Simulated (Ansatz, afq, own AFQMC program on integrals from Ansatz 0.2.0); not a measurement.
Integrals from Ansatz 0.2.0, then the random walk in our own AFQMC program (afq).

```yaml
crystal:
  periodic: [false, false, false]
  atoms:
    - {symbol: N, position_ang: [0.000000, -0.123686, 0.526574]}
    - {symbol: C, position_ang: [0.000000, 0.081265, -0.705120]}
    - {symbol: H, position_ang: [0.000000, 0.750434, 1.084807]}
basis:
  gaussian: {orbitals: cc-pVDZ}
magnetization: {spin_polarized: false, initial_magnetization: 2}
correlation: {method: ccsd_t, electrons: outside_noble_gas, hamiltonian_folder: ham}
```

```sh
$ ansatz run in.yaml --threads 1 --pin off --events-out ev --progress --plain --max-ram 24576MiB --backend cuda --devices 0, --max-vram 18GiB
```

Options of the walk:

```
--method phaseless --trial hf --walkers 4000 --populations 20 --least-time 40 --time-step 0.005 --steps-per-block 20 --equilibration-blocks 112 --max-blocks 4000 --target-error 0.0009500 --factor-cut 1e-05 --start spin_pure --seed 8418 --taylor-order 6
```

Times are imaginary, in 1/Eh. The walk had a cap of 49 s. With eight or more populations the least sampling time is a fifth of least-time, and the error comes from their spread.

afq prints:

```
orbitals 31  electrons 6 4  factors 236 of 315
reference energy -92.71628915 Eh
CCSD correlation -0.27153146 Eh in 15 cycles, weight of the determinant in the CISD state 0.8575
energy of the start -92.716290 Eh
 block  time / (1/Eh)  mean weight  energy / Eh
     1     0.100  1.0011  -92.784903
     2     0.200  1.0017  -92.832597
     3     0.300  1.0015  -92.869475
     4     0.400  1.0016  -92.895056
     5     0.500  1.0016  -92.911175
     8     0.800  1.0009  -92.949144
    15     1.500  1.0005  -92.981467
    36     3.600  1.0002  -92.996463
    57     5.700  1.0004  -92.993828
    78     7.800  1.0000  -92.996230
    99     9.900  0.9997  -93.004744
   120    12.000  0.9998  -92.990371
   141    14.100  0.9998  -92.999793
   162    16.200  0.9993  -92.996022
   183    18.300  1.0000  -93.000856
   190    19.000  0.9999  -92.986321
   204    20.400  0.9999  -92.995189
   225    22.500  0.9999  -92.996078
   246    24.600  0.9995  -93.000576
   267    26.700  1.0001  -93.003698
   288    28.800  1.0000  -92.991581
   295    29.500  1.0004  -93.006517
   309    30.900  1.0000  -93.003330
error from the spread of 20 populations
energy -92.995939 +/- 0.000900 Eh
(rows thinned)
```

The run passed its tests (sampling time, drift between the halves within three errors, error under three times the target), which doesn't prove that it has relaxed.

Against this walk (error 24.5 meV) on the same determinant: CCSD(T) 69.4 meV lower, CCSDT(Q) 123.8 meV lower, a separate phaseless walk with a CISD trial and standard settings 95.6 ± 25.0 meV lower. The error is statistical and leaves out the bias of the constraint. CCSDT(Q) is the surest value here, so the walk's 124 meV above it is most likely the bias of the constraint with this trial, which can have either sign.

Cautions: constraint bias not in the error; lower spins were not checked; a spin-contaminated unrestricted determinant lies lower (UHF 449 meV lower, ⟨S²⟩ 2.29); raised T1 diagnostic (T1 0.048, weight of the determinant 0.86, largest double 0.12).

The walk took 26 s on 1 × NVIDIA H100 80GB HBM3 with 2 threads of AMD EPYC 7R13 Processor (Zen 3), on a shared host (the card was shared). The log's last line is the phaseless energy.

CCSDT and higher add their correlation energy to the determinant of the CCSD(T) run, since their own runs factorise the integrals more tightly (a shift of under 2 meV). A walk keeps the symmetry of its determinant, which the program's search chose and which needn't be the lowest solution, so a lower state of the same spin and another symmetry isn't excluded.
